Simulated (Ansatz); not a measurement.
## C₂H₆AlO, doublet: from triple and quadruple zeta to the limit

```xyz
10

C    -1.5931   -0.5025    0.6173
C    -0.5776   -0.5665   -0.5172
Al    1.1144    0.4506   -0.3099
O     2.1997    0.3260   -1.6333
H    -1.9298    0.5291    0.8088
H    -2.4941   -1.1009    0.4017
H    -1.1746   -0.8800    1.5642
H    -0.2615   -1.6079   -0.7164
H    -1.0127   -0.2050   -1.4681
H     3.0550    0.7570   -1.6843
```

Ansatz 0.2.0, UHF determinant, valence electrons correlated. Energies in eV.

```tsv
set	X	functions	Hartree–Fock	MP2 correlation	CCSD(T) correlation	time
def2-TZVPP	3	219	-10778.6828	-17.8525	-19.4405	5.5 s on 1 × NVIDIA H100 80GB HBM3 with 1 thread of AMD EPYC 7R13 Processor (Zen 3) (shared host)
def2-QZVPP	4	421	-10779.0865	-19.1258	-20.5930	110 s on 1 × NVIDIA H100 80GB HBM3 with 1 thread of AMD EPYC 7R13 Processor (Zen 3), on a shared host
```

Hartree–Fock is taken to follow E(X) = E∞ + A·exp(−7.88·√X), correlation E(X) = E∞ + B·X^−2.97.

Task: Work out the CCSD(T) energy at the limit, and how far the shortcut misses it that extrapolates MP2 and adds CCSD(T) minus MP2 from the smaller set.

Result: Hartree–Fock: E∞ = E4 + 0.1377·(E4 − E3) = -10779.1421. Correlation: E∞ = E4 + 0.7407·(E4 − E3) = -21.4468 for CCSD(T) and -20.0690 for MP2. The limit is -10800.5889 eV, 0.909 eV below def2-QZVPP. The shortcut gives a correlation energy of -20.0690 + (-1.5880) = -21.6570, 210 meV lower than the direct value.

Past Ne part of the Hartree–Fock step between the two sets comes from the cores, which don't follow the formula, so the 56 meV that it adds to the total can overshoot; that part largely cancels in differences.
